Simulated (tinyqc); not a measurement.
Worked calculation (part 2 of 2): RKS/PBE0 in the sto-3g basis, for H2F+, spin multiplicity 1. Computed by tinyqc, a small Python program that keeps every step (integrals from PySCF). Command: `OMP_NUM_THREADS=1 python tinyqc.py 22662 22663 out.jsonl` (the two numbers bound the seeds that draw the settings). One thread of a shared host (Intel(R) Xeon(R) Processor @ 2.60GHz), about 0.9 s of CPU time with the checks.

Geometry (angstrom):
```
atom         x          y         z
F     0.000000   0.000000  0.000000
H     0.000000   0.762000  0.611000
H     0.000000  -0.762000  0.611000
```

## Iteration 2: building the Kohn-Sham matrix

D after iteration 1, order 1F 1s, 1F 2s, 1F 2px, 1F 2py, 1F 2pz, 2H 1s, 3H 1s:
$$\begin{pmatrix}
2.113290 & -0.472533 & 0.000000 & 0.000000 & 0.046258 & -0.024119 & -0.024119 \\
-0.472533 & 2.001394 & 0.000000 & 0.000000 & -0.258922 & 0.050443 & 0.050443 \\
0.000000 & 0.000000 & 2.000000 & 0.000000 & 0.000000 & 0.000000 & 0.000000 \\
0.000000 & 0.000000 & 0.000000 & 1.553860 & 0.000000 & 0.331704 & -0.331704 \\
0.046258 & -0.258922 & 0.000000 & 0.000000 & 1.736048 & 0.243986 & 0.243986 \\
-0.024119 & 0.050443 & 0.000000 & 0.331704 & 0.243986 & 0.108991 & -0.032628 \\
-0.024119 & 0.050443 & 0.000000 & -0.331704 & 0.243986 & -0.032628 & 0.108991
\end{pmatrix}$$

core Hamiltonian H = T + V (hartree), order 1F 1s, 1F 2s, 1F 2px, 1F 2py, 1F 2pz, 2H 1s, 3H 1s:
$$\begin{pmatrix}
-41.108593 & -9.647550 & 0.000000 & 0.000000 & -0.016605 & -1.752893 & -1.752893 \\
-9.647550 & -11.581434 & 0.000000 & 0.000000 & -0.201409 & -3.870023 & -3.870023 \\
0.000000 & 0.000000 & -9.211268 & 0.000000 & 0.000000 & 0.000000 & 0.000000 \\
0.000000 & 0.000000 & 0.000000 & -9.333389 & 0.000000 & -1.973564 & 1.973564 \\
-0.016605 & -0.201409 & 0.000000 & 0.000000 & -9.289785 & -1.646549 & -1.646549 \\
-1.752893 & -3.870023 & 0.000000 & -1.973564 & -1.646549 & -5.524489 & -1.717474 \\
-1.752893 & -3.870023 & 0.000000 & 1.973564 & -1.646549 & -1.717474 & -5.524489
\end{pmatrix}$$

nuclear repulsion = 10.09953734 hartree

V_xc (hartree), order 1F 1s, 1F 2s, 1F 2px, 1F 2py, 1F 2pz, 2H 1s, 3H 1s:
$$\begin{pmatrix}
-2.630240 & -0.365386 & 0.000000 & 0.000000 & 0.000911 & -0.067426 & -0.067426 \\
-0.365386 & -0.714548 & 0.000000 & 0.000000 & 0.000192 & -0.221753 & -0.221753 \\
0.000000 & 0.000000 & -0.713545 & 0.000000 & 0.000000 & 0.000000 & 0.000000 \\
0.000000 & 0.000000 & 0.000000 & -0.704173 & 0.000000 & -0.119501 & 0.119501 \\
0.000911 & 0.000192 & 0.000000 & 0.000000 & -0.710929 & -0.098092 & -0.098092 \\
-0.067426 & -0.221753 & 0.000000 & -0.119501 & -0.098092 & -0.299437 & -0.086745 \\
-0.067426 & -0.221753 & 0.000000 & 0.119501 & -0.098092 & -0.086745 & -0.299437
\end{pmatrix}$$

E_xc = sum of w rho eps_xc = -8.34538181 hartree

Given earlier and not repeated: Two-electron integrals (ij|kl) in chemists' order.

J_ij = sum D_kl (ij|kl), K_ij = sum D_kl (ik|jl); F = H + J - 0.125 K + V_xc; E = tr D H + tr D J / 2 - 0.0625 tr D K + E_xc + E_nn.

Coulomb J (hartree), order 1F 1s, 1F 2s, 1F 2px, 1F 2py, 1F 2pz, 2H 1s, 3H 1s:
$$\begin{pmatrix}
20.433892 & 3.902072 & 0.000000 & 0.000000 & -0.004871 & 0.707983 & 0.707983 \\
3.902072 & 9.686307 & 0.000000 & 0.000000 & 0.005388 & 3.201424 & 3.201424 \\
0.000000 & 0.000000 & 9.682503 & 0.000000 & 0.000000 & 0.000000 & 0.000000 \\
0.000000 & 0.000000 & 0.000000 & 9.672620 & 0.000000 & 1.788253 & -1.788253 \\
-0.004871 & 0.005388 & 0.000000 & 0.000000 & 9.677216 & 1.439490 & 1.439490 \\
0.707983 & 3.201424 & 0.000000 & 1.788253 & 1.439490 & 5.093659 & 1.441575 \\
0.707983 & 3.201424 & 0.000000 & -1.788253 & 1.439490 & 1.441575 & 5.093659
\end{pmatrix}$$

exchange K (hartree), order 1F 1s, 1F 2s, 1F 2px, 1F 2py, 1F 2pz, 2H 1s, 3H 1s:
$$\begin{pmatrix}
11.077984 & 1.923483 & 0.000000 & 0.000000 & 0.002482 & 0.366984 & 0.366984 \\
1.923483 & 3.141914 & 0.000000 & 0.000000 & -0.049701 & 1.085616 & 1.085616 \\
0.000000 & 0.000000 & 2.629418 & 0.000000 & 0.000000 & 0.000000 & 0.000000 \\
0.000000 & 0.000000 & 0.000000 & 2.470877 & 0.000000 & 0.585549 & -0.585549 \\
0.002482 & -0.049701 & 0.000000 & 0.000000 & 2.533579 & 0.478926 & 0.478926 \\
0.366984 & 1.085616 & 0.000000 & 0.585549 & 0.478926 & 0.808589 & 0.365391 \\
0.366984 & 1.085616 & 0.000000 & -0.585549 & 0.478926 & 0.365391 & 0.808589
\end{pmatrix}$$

Kohn-Sham matrix F (hartree), order 1F 1s, 1F 2s, 1F 2px, 1F 2py, 1F 2pz, 2H 1s, 3H 1s:
$$\begin{pmatrix}
-24.689689 & -6.351299 & 0.000000 & 0.000000 & -0.020875 & -1.158209 & -1.158209 \\
-6.351299 & -3.002414 & 0.000000 & 0.000000 & -0.189617 & -1.026054 & -1.026054 \\
0.000000 & 0.000000 & -0.570987 & 0.000000 & 0.000000 & 0.000000 & 0.000000 \\
0.000000 & 0.000000 & 0.000000 & -0.673802 & 0.000000 & -0.378006 & 0.378006 \\
-0.020875 & -0.189617 & 0.000000 & 0.000000 & -0.640195 & -0.365016 & -0.365016 \\
-1.158209 & -1.026054 & 0.000000 & -0.378006 & -0.365016 & -0.831341 & -0.408318 \\
-1.158209 & -1.026054 & 0.000000 & 0.378006 & -0.365016 & -0.408318 & -0.831341
\end{pmatrix}$$

total energy of this density = -99.02549856 hartree

## Iteration 2: diagonalisation and new density

X, order 1F 1s, 1F 2s, 1F 2px, 1F 2py, 1F 2pz, 2H 1s, 3H 1s:
$$\begin{pmatrix}
1.023907 & -0.138143 & 0.000000 & 0.000000 & -0.007188 & 0.018457 & 0.018457 \\
-0.138143 & 1.169760 & 0.000000 & 0.000000 & 0.072302 & -0.228213 & -0.228213 \\
0.000000 & 0.000000 & 1.000000 & 0.000000 & 0.000000 & 0.000000 & 0.000000 \\
0.000000 & 0.000000 & 0.000000 & 1.071293 & 0.000000 & -0.178096 & 0.178096 \\
-0.007188 & 0.072302 & 0.000000 & 0.000000 & 1.035422 & -0.112220 & -0.112220 \\
0.018457 & -0.228213 & 0.000000 & -0.178096 & -0.112220 & 1.143264 & -0.100623 \\
0.018457 & -0.228213 & 0.000000 & 0.178096 & -0.112220 & -0.100623 & 1.143264
\end{pmatrix}$$

overlap S, order 1F 1s, 1F 2s, 1F 2px, 1F 2py, 1F 2pz, 2H 1s, 3H 1s:
$$\begin{pmatrix}
1.000000 & 0.237990 & 0.000000 & 0.000000 & 0.000000 & 0.042907 & 0.042907 \\
0.237990 & 1.000000 & 0.000000 & 0.000000 & 0.000000 & 0.409809 & 0.409809 \\
0.000000 & 0.000000 & 1.000000 & 0.000000 & 0.000000 & 0.000000 & 0.000000 \\
0.000000 & 0.000000 & 0.000000 & 1.000000 & 0.000000 & 0.255993 & -0.255993 \\
0.000000 & 0.000000 & 0.000000 & 0.000000 & 1.000000 & 0.205264 & 0.205264 \\
0.042907 & 0.409809 & 0.000000 & 0.255993 & 0.205264 & 1.000000 & 0.248084 \\
0.042907 & 0.409809 & 0.000000 & -0.255993 & 0.205264 & 0.248084 & 1.000000
\end{pmatrix}$$

A level shift of 0.2 hartree raises the virtual space: F + shift (S - S D(s) S), with D(s) the density of one spin (D/2). Diagonalise F' = X^T F X, C = X C', fill 5 alpha and 5 beta electrons from the bottom; D = 2 C_occ C_occ^T. Each column has its largest component positive (the first on a tie).

F' = X^T F X (hartree):
$$\begin{pmatrix}
-24.222459 & -3.304531 & 0.000000 & 0.000000 & -0.034606 & -0.158330 & -0.158330 \\
-3.304531 & -1.695059 & 0.000000 & 0.000000 & -0.038221 & -0.414965 & -0.414965 \\
0.000000 & 0.000000 & -0.570987 & 0.000000 & 0.000000 & 0.000000 & 0.000000 \\
0.000000 & 0.000000 & 0.000000 & -0.479724 & 0.000000 & -0.357227 & 0.357227 \\
-0.034606 & -0.038221 & 0.000000 & 0.000000 & -0.537870 & -0.259150 & -0.259150 \\
-0.158330 & -0.414965 & 0.000000 & -0.357227 & -0.259150 & -0.291467 & -0.097234 \\
-0.158330 & -0.414965 & 0.000000 & 0.357227 & -0.259150 & -0.097234 & -0.291467
\end{pmatrix}$$

orbital energies (hartree): MO1 -24.701106, MO2 -1.532289, MO3 -0.861953, MO4 -0.669335, MO5 -0.570987, MO6 0.058641, MO7 0.187995

coefficients C, order 1F 1s, 1F 2s, 1F 2px, 1F 2py, 1F 2pz, 2H 1s, 3H 1s:
$$\begin{pmatrix}
0.994008 & -0.237458 & 0.000000 & 0.107738 & 0.000000 & 0.110252 & 0.000000 \\
0.026022 & 0.869895 & 0.000000 & -0.510385 & 0.000000 & -0.692045 & 0.000000 \\
0.000000 & 0.000000 & 0.000000 & 0.000000 & 1.000000 & 0.000000 & 0.000000 \\
0.000000 & 0.000000 & 0.702355 & 0.000000 & 0.000000 & 0.000000 & 0.847232 \\
0.003090 & 0.196999 & 0.000000 & 0.801452 & 0.000000 & -0.649169 & 0.000000 \\
-0.005179 & 0.131418 & 0.388667 & 0.246072 & 0.000000 & 0.728502 & -0.808878 \\
-0.005179 & 0.131418 & -0.388667 & 0.246072 & 0.000000 & 0.728502 & 0.808878
\end{pmatrix}$$

D after iteration 2, order 1F 1s, 1F 2s, 1F 2px, 1F 2py, 1F 2pz, 2H 1s, 3H 1s:
$$\begin{pmatrix}
2.112092 & -0.471371 & 0.000000 & 0.000000 & 0.085279 & -0.019685 & -0.019685 \\
-0.471371 & 2.035774 & 0.000000 & 0.000000 & -0.475202 & -0.022813 & -0.022813 \\
0.000000 & 0.000000 & 2.000000 & 0.000000 & 0.000000 & 0.000000 & 0.000000 \\
0.000000 & 0.000000 & 0.000000 & 0.986604 & 0.000000 & 0.545965 & -0.545965 \\
0.085279 & -0.475202 & 0.000000 & 0.000000 & 1.362286 & 0.446176 & 0.446176 \\
-0.019685 & -0.022813 & 0.000000 & 0.545965 & 0.446176 & 0.457822 & -0.146427 \\
-0.019685 & -0.022813 & 0.000000 & -0.545965 & 0.446176 & -0.146427 & 0.457822
\end{pmatrix}$$

## Iteration 14 (converged): orbitals

converged F (hartree), order 1F 1s, 1F 2s, 1F 2px, 1F 2py, 1F 2pz, 2H 1s, 3H 1s:
$$\begin{pmatrix}
-25.148100 & -6.449108 & 0.000000 & 0.000000 & -0.021823 & -1.175785 & -1.175785 \\
-6.449108 & -3.230183 & 0.000000 & 0.000000 & -0.163630 & -1.083791 & -1.083791 \\
0.000000 & 0.000000 & -0.803236 & 0.000000 & 0.000000 & 0.000000 & 0.000000 \\
0.000000 & 0.000000 & 0.000000 & -0.880483 & 0.000000 & -0.409637 & 0.409637 \\
-0.021823 & -0.163630 & 0.000000 & 0.000000 & -0.856488 & -0.383374 & -0.383374 \\
-1.175785 & -1.083791 & 0.000000 & -0.409637 & -0.383374 & -0.870377 & -0.422096 \\
-1.175785 & -1.083791 & 0.000000 & 0.409637 & -0.383374 & -0.422096 & -0.870377
\end{pmatrix}$$

Diagonalise F' = X^T F X, C = X C', fill 5 alpha and 5 beta electrons from the bottom; D = 2 C_occ C_occ^T. Each column has its largest component positive (the first on a tie).

F' = X^T F X (hartree):
$$\begin{pmatrix}
-24.680686 & -3.317487 & 0.000000 & 0.000000 & -0.035671 & -0.165894 & -0.165894 \\
-3.317487 & -1.947644 & 0.000000 & 0.000000 & -0.038366 & -0.381828 & -0.381828 \\
0.000000 & 0.000000 & -0.803236 & 0.000000 & 0.000000 & 0.000000 & 0.000000 \\
0.000000 & 0.000000 & 0.000000 & -0.726315 & 0.000000 & -0.304556 & 0.304556 \\
-0.035671 & -0.038366 & 0.000000 & 0.000000 & -0.776884 & -0.219313 & -0.219313 \\
-0.165894 & -0.381828 & 0.000000 & -0.304556 & -0.219313 & -0.477082 & -0.090612 \\
-0.165894 & -0.381828 & 0.000000 & 0.304556 & -0.219313 & -0.090612 & -0.477082
\end{pmatrix}$$

orbital energies (hartree): MO1 -25.158879, MO2 -1.722559, MO3 -1.019407, MO4 -0.881817, MO5 -0.803236, MO6 -0.209651, MO7 -0.093378

coefficients C, order 1F 1s, 1F 2s, 1F 2px, 1F 2py, 1F 2pz, 2H 1s, 3H 1s:
$$\begin{pmatrix}
0.994213 & -0.245675 & 0.000000 & 0.090334 & 0.000000 & 0.105952 & 0.000000 \\
0.025169 & 0.917745 & 0.000000 & -0.435838 & 0.000000 & -0.681152 & 0.000000 \\
0.000000 & 0.000000 & 0.000000 & 0.000000 & 1.000000 & 0.000000 & 0.000000 \\
0.000000 & 0.000000 & 0.743982 & 0.000000 & 0.000000 & 0.000000 & -0.810922 \\
0.003035 & 0.173723 & 0.000000 & 0.835830 & 0.000000 & -0.611362 & 0.000000 \\
-0.005015 & 0.094776 & 0.347590 & 0.223641 & 0.000000 & 0.741311 & 0.827361 \\
-0.005015 & 0.094776 & -0.347590 & 0.223641 & 0.000000 & 0.741311 & -0.827361
\end{pmatrix}$$

D after iteration 14, order 1F 1s, 1F 2s, 1F 2px, 1F 2py, 1F 2pz, 2H 1s, 3H 1s:
$$\begin{pmatrix}
2.113951 & -0.479630 & 0.000000 & 0.000000 & 0.071685 & -0.016135 & -0.016135 \\
-0.479630 & 2.065690 & 0.000000 & 0.000000 & -0.409554 & -0.021235 & -0.021235 \\
0.000000 & 0.000000 & 2.000000 & 0.000000 & 0.000000 & 0.000000 & 0.000000 \\
0.000000 & 0.000000 & 0.000000 & 1.107019 & 0.000000 & 0.517201 & -0.517201 \\
0.071685 & -0.409554 & 0.000000 & 0.000000 & 1.457602 & 0.406751 & 0.406751 \\
-0.016135 & -0.021235 & 0.000000 & 0.517201 & 0.406751 & 0.359684 & -0.123592 \\
-0.016135 & -0.021235 & 0.000000 & -0.517201 & 0.406751 & -0.123592 & 0.359684
\end{pmatrix}$$

## Convergence

Stop when the energy changes by less than 1e-10 hartree and every element of the error matrix X^T (F D S - S D F) X is below 3e-06.

Course of the cycle:
```
iteration   E (hartree)     change  largest element of the error matrix
1          -94.94212214          -                             1.21e+00
2          -99.02549856  -4.08e+00                             3.38e-01
3          -99.14981342  -1.24e-01                             1.16e-01
4          -99.16397387  -1.42e-02                             4.60e-02
5          -99.16602726  -2.05e-03                             1.72e-02
6          -99.16632171  -2.94e-04                             6.61e-03
7          -99.16636448  -4.28e-05                             2.50e-03
8          -99.16637067  -6.19e-06                             9.56e-04
9          -99.16637157  -8.97e-07                             3.63e-04
10         -99.16637170  -1.30e-07                             1.38e-04
11         -99.16637172  -1.88e-08                             5.26e-05
12         -99.16637172  -2.73e-09                             2.01e-05
13         -99.16637172  -3.96e-10                             7.62e-06
14         -99.16637172  -5.73e-11                             2.91e-06
```

PySCF RKS in the same basis, fine grid = -99.15209920 hartree

Converged in 14 iterations. The coarse grid moves the energy by -1.43e-02 hartree.

## Populations, bond orders and dipole

Mulliken: Z minus the diagonal of D S on the atom; Loewdin: the same with S^(1/2) D S^(1/2); Mayer order: 2 sum_s sum (D(s) S)_ij (D(s) S)_ji over the two atoms.

Charges (e):
```
atom  Mulliken   Loewdin
1F    0.071039  0.225703
2H    0.464481  0.387149
3H    0.464481  0.387149
```

Mayer bond orders:
```
pair     order
2-1   0.775672
3-1   0.775672
3-2   0.008586
```

dipole moment about the origin, x y z (debye): [0.000000, 0.000000, 3.104046]
